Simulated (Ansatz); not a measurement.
System: CsCl-type TlCl. Method: LC-ωPBE (Ansatz, an electronic-structure program, plane waves, PAW).

Numerical settings: plane-wave cutoff 460 eV, 8×8×8 k mesh, Fermi–Dirac smearing 0.01 eV, scalar-relativistic PAW data made under PBE.

The cell is scaled about its equilibrium volume:

```
V (Å³/atom)  P (GPa)  direct gap at Γ (eV)  smallest gap on the k mesh (eV)
-----------  -------  --------------------  -------------------------------
26.896          1.73                16.222                            7.019
27.823          0.68                16.123                            7.164
28.348          0.17                16.068                            7.241
29.250         -0.57                15.977                            7.368
29.964         -1.06                15.906                            7.462
```

The fundamental gap (7.27 eV at the equilibrium volume, on the SCF mesh) lies elsewhere than Γ–Γ.

Spin–orbit coupling is not included; with these elements it can move the gap by several tenths of an eV or more.
